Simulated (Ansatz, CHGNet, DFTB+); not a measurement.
## hcp Co, elastic constant C13

Reference value: 102 GPa (measured, temperature not stated, no zero-point or thermal correction; as tabulated in Steinle-Neumann et al. (1999), arXiv:cond-mat/9904431).

| level (code) | value (GPa) | cell (Å³/atom) |
|---|---|---|
| GFN1-xTB as cut by DFTB+ | 159 | 10.35 |
| CHGNet-r²SCAN | 176 | 10.65 |
| LDA (Ansatz) | (withheld) | 10.01 |
| PBE (Ansatz) | 114 | 10.86 |
| PBEsol (Ansatz) | (withheld) | 10.37 |
| PBE-D3(BJ) (Ansatz) | 123 | 10.55 |

**Question.** Fill in the missing entries.

**Answer.** 
- LDA (Ansatz, a quantum-chemistry and plane-wave program), value (GPa): 150
- PBEsol (Ansatz), value (GPa): 132

Differences against the reference: GFN1-xTB as cut by DFTB+ +56 %, CHGNet-r²SCAN +73 %, LDA +47 %, PBE +11.8 %, PBEsol +29 %, PBE-D3(BJ) +21 %.

Leaving aside GFN1-xTB as cut by DFTB+ (doubt noted below): Closest of the ranked levels: PBE (+11.8 %). Among them CHGNet-r²SCAN (+73 %) misses by most. All 5 levels lie above the reference. A very large miss is first of all the level's own, though another phase or state, or a fault of the measured value, is possible (LDA).

The reference isn't brought to a static lattice, while the calculations are for one, so the differences are not the levels' errors alone. Spin-polarised runs: LDA (parallel moments), PBE (parallel moments), PBEsol (parallel moments), PBE-D3(BJ) (parallel moments). GFN1-xTB as cut by DFTB+: the method was fitted mainly to molecules. GFN1-xTB as cut by DFTB+: this magnet was run without spin. GFN1-xTB as cut by DFTB+: codes differ in how they cut the long-range tail of xTB's charge interaction in a crystal, so the value belongs to this code. PBE-D3(BJ): the dispersion coefficients are held fixed in the derivatives. Each level is taken at its own relaxed cell. Ansatz's density-functional and Hartree–Fock values are scalar-relativistic unless marked +SOC, with PAW data made under PBE.

Machine-learned potentials (CHGNet-r²SCAN) are trained on DFT data: a solid inside that data is no test of them.

Differences are worked out from the printed values.
